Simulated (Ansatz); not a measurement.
in.yaml

```yaml
crystal:
  periodic: [false, false, false]
  atoms:
    - {symbol: S, position_ang: [0.000000, 0.000000, 0.000000]}
    - {symbol: Li, position_ang: [0.000000, 0.000000, 3.340000]}
basis:
  gaussian: {orbitals: cc-pVDZ}
total_charge: 1
magnetization: {spin_polarized: false, initial_magnetization: 2}
correlation: {active_space: {window: {electrons: 8, orbitals: 2}}}
```

```sh
$ ansatz run in.yaml --threads 1 --pin off --events-out ev --progress --plain --max-ram 2393MiB
```

One thing in this input was set wrong on purpose, beside settings that are merely unusual. What is the gravest fault, and what does the program do?

Impossible active window. How the run ends: stopped by an error.
```
322 factors; integrals over basis functions are off by at most 6.1e-4 eV
mean field evaluation 1: about -11013.2745 eV, gradient 1.0e1 eV
mean field evaluation 2: about -11013.2937 eV, gradient 1.0e1 eV
mean field evaluation 4: about -11013.7134 eV, gradient 5.9e-1 eV
mean field evaluation 8: about -11013.7183 eV, gradient 1.4e-1 eV
mean field evaluation 16: about -11013.2087 eV, gradient 3.6e0 eV
mean field evaluation 32: about -11013.7143 eV, gradient 2.0e-1 eV
mean field evaluation 64: about -11013.2834 eV, gradient 2.2e-1 eV
mean field -11013.71859225 eV, -404.7466928987 hartree, gradient 1.6e-6 eV, S^2 2.000000; 9 other end points of the search recorded, 0 dependent functions left out
reference -11013.71859225 eV, -404.7466928987 hartree; 10, 8 occupied and 22, 24 virtual orbitals, 322 factors
Error: 8 electrons in 2 orbitals form no window around the highest filled level of the reference
```
